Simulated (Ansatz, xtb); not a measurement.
# Relative energy of two isomers of C4H5

Structure X: `[CH2]C#CC`, a doublet. Structure Y: `[CH]=C=CC`, a doublet. Both are isolated molecules in the gas phase, relaxed with B3LYP/6-31G*.

Quicker runs give these differences E(Y) − E(X): GFN2-xTB +13.8 kJ/mol; HF/STO-3G +13.5 kJ/mol (at GFN2-xTB geometries); r2SCAN-D4/def2-SVP +17.7 kJ/mol (at GFN2-xTB geometries).

Problem. Estimate E(Y) − E(X) at the level CCSD(T)/def2-SVP.

Solution. Calculated at CCSD(T)/def2-SVP: E(Y) − E(X) = +12.1 kJ/mol, so structure X lies lower.

How the difference moves with the method:

```json
{"level": "GFN2-xTB", "geometry": "GFN2-xTB", "E(Y) − E(X) (kJ/mol)": "+13.8", "departure from the last row (kJ/mol)": "+1.7", "job, with rough time for the two": "optimisation, 0.28 s"}
{"level": "HF/STO-3G", "geometry": "GFN2-xTB", "E(Y) − E(X) (kJ/mol)": "+13.5", "departure from the last row (kJ/mol)": "+1.4", "job, with rough time for the two": "single point, 0.91 s"}
{"level": "r2SCAN-D4/def2-SVP", "geometry": "GFN2-xTB", "E(Y) − E(X) (kJ/mol)": "+17.7", "departure from the last row (kJ/mol)": "+5.6", "job, with rough time for the two": "single point, 11 s"}
{"level": "B3LYP/6-31G*", "geometry": "B3LYP/6-31G*", "E(Y) − E(X) (kJ/mol)": "+19.2", "departure from the last row (kJ/mol)": "+7.1", "job, with rough time for the two": "optimisation, 2.1 min"}
{"level": "HF/def2-SVP", "geometry": "B3LYP/6-31G*", "E(Y) − E(X) (kJ/mol)": "+15.5", "departure from the last row (kJ/mol)": "+3.4", "job, with rough time for the two": "part of the CCSD(T) run"}
{"level": "MP2/def2-SVP", "geometry": "B3LYP/6-31G*", "E(Y) − E(X) (kJ/mol)": "+16.1", "departure from the last row (kJ/mol)": "+4.0", "job, with rough time for the two": "part of the CCSD(T) run"}
{"level": "CCSD(T)/def2-SVP", "geometry": "B3LYP/6-31G*", "E(Y) − E(X) (kJ/mol)": "+12.1", "departure from the last row (kJ/mol)": "", "job, with rough time for the two": "single point, 64 s"}
```

As drawn, Y has 2 C=C in place of 1 C–C, 1 C≡C.

The levels shown agree on the order. The largest departure from CCSD(T)/def2-SVP is that of B3LYP/6-31G*, 7.1 kJ/mol. MP2 in a larger basis moves the difference by −1.0 kJ/mol, a step that isn't added because spin contamination makes open-shell MP2 unreliable in this search.

With harmonic frequencies from B3LYP/6-31G* (ideal gas, rigid rotor, one conformer each, 298.15 K, 1 atm): on the last row, ΔE + ΔZPE = +11.8 kJ/mol. A mode under 50 cm⁻¹ makes harmonic enthalpies and free energies unreliable, so none is given.

Open shells are spin-unrestricted, with notable spin contamination under HF/STO-3G, HF/def2-SVP, MP2/def2-SVP, CCSD(T)/def2-SVP. The correlated steps freeze 4 core orbitals. Programs: Ansatz 0.2.0, xtb 6.7.1; the last row on 1 thread of Intel(R) Xeon(R) Processor @ 2.50GHz (Skylake/Cascade Lake) on a shared host.
